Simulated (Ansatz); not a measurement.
The input (input.yaml):

```yaml
crystal:
  periodic: [false, false, false]
  atoms:
    - { symbol: "N", position_ang: [-0.045356, 1.363868, 0.870179] }
    - { symbol: C, position_ang: [0.087354, 0.344486, -0.053275] }
    - { symbol: C, position_ang: [0.516075, -1.01703, 0.47182] }
    - { symbol: O, position_ang: [-0.510858, -2.009615, 0.32768] }
    - { symbol: C, position_ang: [0.063249, 0.605785, -1.477942] }
    - { symbol: "N", position_ang: [-1.099517, 0.111632, -1.280224] }
    - { symbol: H, position_ang: [-0.477771, 1.164968, 1.758388] }
    - { symbol: H, position_ang: [-0.093647, 2.318473, 0.557219] }
    - { symbol: H, position_ang: [0.754568, -0.926328, 1.535384] }
    - { symbol: H, position_ang: [1.427124, -1.34592, -0.046262] }
    - { symbol: H, position_ang: [-1.171831, -1.670536, -0.31464] }
    - { symbol: H, position_ang: [0.627508, 1.005016, -2.314226] }
basis:
  gaussian: { orbitals: "6-31G" }
hamiltonian:
  xc: pbe0
phonons: {}
```

Launched with:

```bash
$ ansatz run input.yaml --threads 1 --pin off --max-ram 2048MiB --backend cpu --events-out ev --progress --plain --runs-dir out
```

Hardware: 1 thread of AMD EPYC 7R43 64-Core Processor (Zen 3), on a shared host.

Question: Roughly how long does this run take, and how much memory?

Answer: 3 min, with a peak of 0.16 GiB, for 0 ionic steps.
